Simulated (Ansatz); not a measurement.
Single points on Al2H4⁻.

```yaml
crystal:
  periodic: [false, false, false]
  atoms:
    - {symbol: Al, position_ang: [-1.110870, -0.561061, -0.036084]}
    - {symbol: Al, position_ang: [1.110982, 0.560913, 0.035510]}
    - {symbol: H, position_ang: [2.039772, 0.869748, -1.264950]}
    - {symbol: H, position_ang: [-1.843449, -1.095311, -1.387385]}
    - {symbol: H, position_ang: [-2.039435, -0.867780, 1.265105]}
    - {symbol: H, position_ang: [1.843011, 1.093501, 1.387804]}
basis:
  gaussian: {orbitals: def2-TZVPD, initial_orbitals: start.molden}
total_charge: -1
magnetization: {spin_polarized: true, initial_magnetization: 1}
hamiltonian: {xc: pbe}
correlation: {method: rpa}
scf: {omitted_lower_state_checks: [starts]}
```

The file start.molden holds the orbitals of an earlier run on this structure, at another level or in another basis.

```sh
$ ansatz run in.yaml --threads 4 --pin off --events-out ev --progress --plain --max-ram 3916MiB
```

It prints (some lines left out):

```
Functional definition: PBE
853 factors; integrals over basis functions are off by at most 7.1e-4 eV
mean field evaluation 1: about -13251.5611 eV, gradient 6.2e0 eV
mean field evaluation 2: about -13251.6239 eV, gradient 9.2e-2 eV
mean field evaluation 4: about -13251.6230 eV, gradient 2.4e-4 eV
mean field -13251.62303381 eV, -486.9881642197 hartree, gradient 2.5e-6 eV, S^2 0.755025; 0 other end points of the search recorded, 0 dependent functions left out
10 core orbitals not correlated: weight in the atoms' cores, before any rotation towards them, 1.000 or more for the frozen orbitals, at most 0.000 for the correlated occupied ones
reference -13228.25507640 eV, -486.1294076245 hartree; 6, 5 occupied and 106, 107 virtual orbitals, 853 factors
Total energy: -13238.79775874 eV, -486.5168440544 hartree
Checks for a lower state left out: starts
```

Hardware: 4 threads of Arm Neoverse V1 on a shared host. Wall time 1.7 s.

First input, but with `hamiltonian: {xc: lda}`, `output: {orbitals: {seedname: orbitals}}` and without the key `correlation` (abridged; 0.65 s):

```
Functional definition: SPW92
mean field -13200.76242917 eV, -485.1190714738 hartree, gradient 5.2e-5 eV, S^2 0.751877
Total energy: -13200.76247928 eV, -485.1190733153 hartree
Checks for a lower state left out: starts
```

As the first input, with `hamiltonian: {xc: {name: B2PLYP}}` and without the key `correlation` (abridged; 2 s):

```
Functional definition: B2PLYP
mean field -13250.97994415 eV, -486.9645311109 hartree, gradient 2.2e-6 eV, S^2 0.757154
10 core orbitals not correlated: weight in the atoms' cores, before any rotation towards them, 1.000 or more for the frozen orbitals, at most 0.000 for the correlated occupied ones
second order -5.83035022 eV of doubles, -0.00000000 eV of singles
Total energy: -13252.55431661 eV, -487.0223882314 hartree
Checks for a lower state left out: starts
```

First input, but with `hamiltonian: {xc: pbe0, dispersion: d4}`, `output: {orbitals: {seedname: orbitals}}` and without the key `correlation`, `scf` (abridged; 1.9 s):

```
Functional definition: PBE0
mean field evaluation 16: about -13252.9952 eV, gradient 5.7e-4 eV
mean field -13252.99524247 eV, -487.0385919581 hartree, gradient 5.8e-5 eV, S^2 0.756392; 1 other end points of the search recorded, 0 dependent functions left out
Total energy: -13253.08915953 eV, -487.0420433462 hartree
```

The first input with `gaussian: {orbitals: def2-SVPD, initial_orbitals: start.molden}`, `hamiltonian: {xc: pbe0, dispersion: d4}`, `output: {orbitals: {seedname: orbitals}}` and without the key `correlation` (abridged; 0.9 s):

```
Functional definition: PBE0
mean field -13248.40219394 eV, -486.8698005379 hartree, gradient 2.7e-5 eV, S^2 0.755455
Total energy: -13248.49611226 eV, -486.8732519725 hartree
Checks for a lower state left out: starts
```

As the first input, with `hamiltonian: {xc: r2scan, dispersion: d4}`, `output: {orbitals: {seedname: orbitals}}` and without the key `correlation` (abridged; 2.9 s):

```
Functional definition: r2SCAN
mean field -13257.80840423 eV, -487.2154723902 hartree, gradient 1.0e-5 eV, S^2 0.760879
Total energy: -13257.83480937 eV, -487.2164427610 hartree
Checks for a lower state left out: starts
```

Geometry: r2SCAN-D4/def2-TZVPD.

Correlated methods freeze 10 core orbitals. At LDA (SPW92)/def2-TZVPD, PBE0-D4/def2-TZVPD, PBE0-D4/def2-SVPD, r2SCAN-D4/def2-TZVPD the highest occupied level of the charge -1 doublet lies above zero (up to 0.68 eV). By energy differences its removal costs 1.40 eV (vertical, to the charge 0 singlet, at CCSD(T)/def2-TZVPPD). The structure comes from a short search, and lower isomers may exist.
